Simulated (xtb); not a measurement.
C2H6S, SMILES CSC. All values are semi-empirical tight-binding results from xtb (GFN2-xTB unless named), good for trends rather than for accurate numbers. Geometry: GFN2-xTB.

Task: Estimate the properties. (The exact figures need the calculation; the answer reports its results.)

Result: 
```
Property                                       Result
--------------------------------------  -------------
point group as xtb finds it                       C2v
orbital gap                                   4.28 eV
zero-point energy                       46.4 kcal/mol
G − E(el) at 298.15 K (modified RRHO)   29.8 kcal/mol
static polarisability (D4 model)           48.1 bohr³
solvation energy, GFN2-xTB/ALPB(water)  -0.1 kcal/mol
solvation energy, GFN2-xTB/ALPB(thf)    -4.0 kcal/mol
```
